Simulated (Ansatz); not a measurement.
Results of PBEsol (plane waves, PAW; Ansatz, an electronic-structure program) for rock-salt HfC.

Settings: plane-wave cutoff 520 eV, 20×20×20 k mesh, Fermi–Dirac smearing 0.05 eV, scalar-relativistic PAW data made under PBE.

Pressure at four volumes; x = ln(V/12.220 Å³). One pressure is withheld.

```json
[
 {"V (Å³/atom)": "11.487", "x": "-0.0619", "P (GPa)": "17.39"},
 {"V (Å³/atom)": "12.220", "x": "0.0000", "P (GPa)": "0.03"},
 {"V (Å³/atom)": "12.709", "x": "0.0392", "P (GPa)": "-8.99"},
 {"V (Å³/atom)": "12.953", "x": "0.0583", "P (GPa)": "?"}
]
```

Question: Pass a parabola P(x) through the three rows shown, estimate the bulk modulus and its pressure derivative near zero pressure, and predict the withheld pressure.

Answer: Slopes between the rows: (0.03 − (17.39))/(0.0000 − (-0.0619)) = -280.45 and (-8.99 − (0.03))/(0.0392 − (0.0000)) = -230.10 GPa. Their difference over the span 0.1011 is c = 50.35/0.1011 = 498.0 GPa, so P(x) = 17.39 + (-280.45)(x − (-0.0619)) + 498.0 (x − (-0.0619))(x − (0.0000)). At the middle row B = −dP/dx = −[-280.45 + 498.0 × 0.0619] = 249.6 GPa, and B′ = dB/dP = 2c/B = 4.0. At x = 0.0583 the parabola gives -12.83 GPa; the run gives -12.87 GPa. The Birch–Murnaghan fit to the energies at all volumes has B0 = 248 GPa and B′ = 3.9.

Measured, for comparison: bulk modulus 242 GPa (room temperature, not corrected to a static lattice, sources range from 242 to 286; as tabulated in Synthesis of Binary Transition Metal Nitrides, Carbides and Borides from the …). Computed less measured: bulk modulus +2.5 % (inside the range of the sources held). A static lattice is as a rule a little smaller and stiffer than an uncorrected measurement, which can account for part of this in the bulk modulus.

Spin–orbit coupling is not included.
